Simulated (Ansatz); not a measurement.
Geometry optimisation, RKS B3LYP/6-31G* in Ansatz.

input.yaml

```yaml
crystal:
  periodic: [false, false, false]
  atoms:
    - { symbol: "N", position_ang: [-0.7481, 0.6081, -0.9762] }
    - { symbol: B, position_ang: [0.075, 0.2593, 0.1922] }
    - { symbol: "N", position_ang: [0.8331, -1.0366, 0.1427] }
    - { symbol: H, position_ang: [-1.4727, -0.0591, -1.0671] }
    - { symbol: H, position_ang: [-1.2636, 1.5464, -0.76] }
    - { symbol: H, position_ang: [0.1569, 0.9882, 1.1346] }
    - { symbol: H, position_ang: [1.8983, -0.787, 0.2929] }
    - { symbol: H, position_ang: [0.6133, -1.5766, 0.9851] }
basis:
  gaussian: { orbitals: "6-31G*" }
hamiltonian:
  xc: b3lyp
relax:
  f_tol: 0.02
  max_steps: 50
```

Launched with:

```bash
$ ansatz run input.yaml --threads 1 --pin off --max-ram 2048MiB --backend cpu --events-out ev --progress --plain --runs-dir out
```

Where does it end, and by what steps?

It converged. After 10 steps the energy has fallen by 1.479 eV; H8 moved furthest, 0.98 Å.

| step | energy less start (eV) | largest force component (eV/Å) | accepted |
| --- | --- | --- | --- |
| 0 | 0.0000 | 3.145 | yes |
| 1 | -0.4802 | 1.697 | yes |
| 2 | -0.7298 | 2.474 | yes |
| 3 | -0.9324 | 0.808 | yes |
| 4 | -1.0730 | 0.786 | yes |
| 5 | -1.1678 | 1.457 | yes |
| 6 | -1.3778 | 0.466 | yes |
| 7 | -1.4589 | 0.173 | yes |
| 8 | -1.4769 | 0.260 | yes |
| 9 | -1.4787 | 0.025 | yes |
| 10 | -1.4788 | 0.011 | yes |

```xyz
8
Properties=species:S:1:pos:R:3
N -0.977 0.522 -0.583
B 0.196 0.387 0.200
N 0.854 -0.850 0.404
H -1.442 -0.240 -1.057
H -1.431 1.412 -0.715
H 0.654 1.369 0.715
H 1.688 -0.924 0.964
H 0.551 -1.733 0.017
```

The run took 18 s on 1 thread of Arm Neoverse V1, on a shared host, peak memory 0.11 GiB.
